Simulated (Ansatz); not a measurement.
The same path of C2H5OS (9 atoms, charge 1, multiplicity 1) was run twice with different band settings.

Theory: UKS PBE-D4/def2-SVP (Ansatz).

Relaxed end points:

```xyz
9
Properties=species:S:1:pos:R:3
C 0.214 0.805 -0.631
C 0.018 -0.461 0.114
O 0.558 -1.516 -0.414
S -0.845 -0.602 1.591
H 0.830 1.506 -0.026
H -0.759 1.305 -0.821
H 0.729 0.600 -1.588
H 0.432 -2.357 0.089
H -1.178 0.721 1.686
```

```xyz
9
Properties=species:S:1:pos:R:3
C 0.213 0.817 -0.614
C 0.018 -0.449 0.127
O 0.709 -1.460 -0.309
S -0.996 -0.651 1.495
H 1.197 1.245 -0.306
H -0.576 1.564 -0.422
H 0.294 0.596 -1.698
H 0.602 -2.296 0.204
H -1.460 0.634 1.523
```

Common settings: movable images 5; climbing image yes; spring 5.0 eV/Å²; optimiser quadratic models (default); start path through a guess of the saddle point; force threshold 0.05 eV/Å; end points relaxed.

| run | iteration limit |
| --- | --- |
| 1 | 60 |
| 2 | 3 |

**Question.** What does each run give, and how far can it be trusted?

**Answer.** Run 1: converged after 9 iterations, highest image 0.000 eV above the first end. The highest image is an end point: on this band no image between the ends rises above it.
Run 2: not converged after 3 iterations, highest image 0.642 eV above the first end. The band didn't meet its force threshold, so its energies are provisional: the largest band force was still 1.04 eV/Å, and over the last iterations the top moved between 0.64 and 2.11 eV.
Limits of this set-up: the dipole of an ion depends on the origin.
